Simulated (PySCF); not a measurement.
**Computed data sheet: `[H][Al-]([H])([H])[F]` ([AlFH3]-)**

Species: [AlFH3]- (charge -1).
Z-matrix (Å and degrees, PBE0-D3(BJ)/def2-SVP geometry), rows numbered from 1:
```
Al
F   1  1.7238
H   1  1.6507  2  109.23
H   1  1.6507  2  109.14  3  -120.00
H   1  1.6508  2  109.24  3   119.99
```

PBE0-D3(BJ)/def2-SVP geometry optimisation, gas phase (PySCF):

```
Point group                  : C3v
Rotational constants A, B, C : 68.786, 12.246, 12.245 GHz
```

From B3LYP/pcSseg-1 (pcSseg-2 on Al) ground state and GIAO shieldings, non-relativistic (PySCF):

```
HOMO energy                                                 : -1.98 eV
LUMO energy                                                 : 4.94 eV
HOMO–LUMO gap                                               : 6.92 eV
1H chemical shifts (computed TMS as zero) by class          : 4.20 (H3/H4/H5) ppm
Isotropic shieldings of nuclei other than C and H, by class : 383 (F2), 449 (Al1) ppm
```

Monoisotopic mass of the ion (most abundant isotopes, electron mass counted): 49.0040 u.

The rotational constants are those of a prolate symmetric top; the small spread among constants that symmetry makes equal is optimisation noise. With B = h/(8π²I), that is 505.379 GHz u Å² over I, the principal moments of inertia are 7.3, 41.3 and 41.3 u Å² (most abundant isotopes).

No diffuse functions stand in pcSseg-1 (pcSseg-2 on Al), which bears on an anion's orbital energies.

For the geometry optimisation (PBE0-D3(BJ)/def2-SVP), time: 2.3 s. Hardware: Arm Neoverse V1, one thread, no GPU (shared host).
